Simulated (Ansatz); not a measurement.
# AlBH5N (SMILES [BH2][AlH][NH2]): single points off equilibrium

An exercise on one series of results from a longer session: the logs are not shown, and one member is left open.

Program: Ansatz 0.2.0, Gaussian basis. Level of theory: single points in def2-TZVPP. These are calculated values, not measurements.

Cores are frozen in the correlated methods.

### The system as given

8 atoms, charge 0, spin multiplicity 1.

Atoms are counted from 1 here; the program's logs count them from 0.

Bond lengths: B1–Al2 1.997 Å, B1–H4 1.179 Å, B1–H5 1.309 Å, Al2–N3 1.753 Å, Al2–H6 1.421 Å, N3–H7 1.037 Å, N3–H8 1.074 Å. Angles: Al2–B1–H4 121.0°, Al2–B1–H5 130.9°, H4–B1–H5 104.0°, B1–Al2–N3 127.9°, B1–Al2–H6 121.0°, N3–Al2–H6 110.5°, Al2–N3–H7 123.6°, Al2–N3–H8 130.4°, H7–N3–H8 105.6°.

Geometry (Å):

```xyz
8
AlBH5N
B    -1.11320    0.85340   -0.96950
Al    0.30270    0.39790    0.36320
N     0.99240   -1.17690    0.70720
H    -1.88300    0.04040   -1.33960
H    -1.69770    1.99220   -1.24360
H     1.02630    1.41690    1.03860
H     1.84530   -1.31720    1.27980
H     0.75260   -2.14370    0.30610
```

The first run:

run/in.yaml

```yaml
crystal:
  periodic: [false, false, false]
  atoms:
    - {symbol: B, position_ang: [-1.113200, 0.853400, -0.969500]}
    - {symbol: Al, position_ang: [0.302700, 0.397900, 0.363200]}
    - {symbol: N, position_ang: [0.992400, -1.176900, 0.707200]}
    - {symbol: H, position_ang: [-1.883000, 0.040400, -1.339600]}
    - {symbol: H, position_ang: [-1.697700, 1.992200, -1.243600]}
    - {symbol: H, position_ang: [1.026300, 1.416900, 1.038600]}
    - {symbol: H, position_ang: [1.845300, -1.317200, 1.279800]}
    - {symbol: H, position_ang: [0.752600, -2.143700, 0.306100]}
basis:
  gaussian: {orbitals: def2-TZVPP}
correlation: {method: ccsd_t}
output: {forces: true}
```

No record of the launch command was kept for these runs.

Steps of the session up to this table: CCSD(T)/def2-TZVPP; PBE0-D4/def2-TZVPP; wB97M-V/def2-TZVPP; r2SCAN-D4/def2-TZVPP; PBE-D4/def2-TZVPP; SPW92/def2-TZVPP; wB97X-V/def2-TZVPP.

One of the session's tables, all rows but one given; the rest of the session is left out.

| method | RMS force component (eV/Å) | angle to CCSD(T) forces (°) | dipole (D) |
| --- | --- | --- | --- |
| CCSD(T) | 1.434 | reference | 1.46 |
| PBE0-D4 | 1.426 | 2.2 | 1.50 |
| wB97M-V | 1.417 | 2.2 | 1.46 |
| r2SCAN-D4 | ? | ? | ? |
| PBE-D4 | 1.331 | 6.1 | 1.71 |
| SPW92 | 1.260 | 9.5 | 1.74 |
| wB97X-V | 1.442 | 1.1 | 1.43 |

Estimate the missing values for r2SCAN-D4.

The run gave: RMS force component (eV/Å): 1.396; angle to CCSD(T) forces (°): 2.1; dipole (D): 1.64. In the column «RMS force component (eV/Å)» it lies between PBE-D4 (1.331) and wB97M-V (1.417).
